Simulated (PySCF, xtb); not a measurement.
NaCl, SMILES [Cl][Na].

GFN2-xTB run with xtb 6.7.1 at its own geometry gives an orbital gap of 2.06 eV and a dipole moment of 7.06 D.

Geometry: PBE-D3(BJ)/def2-TZVPD.

Question: What does r2SCAN/def2-TZVPD run with PySCF give? (Estimate from the structure and the level; the computed values follow.)

Answer: gap 3.98 eV (levels -5.47 and -1.49 eV), dipole 8.92 D.
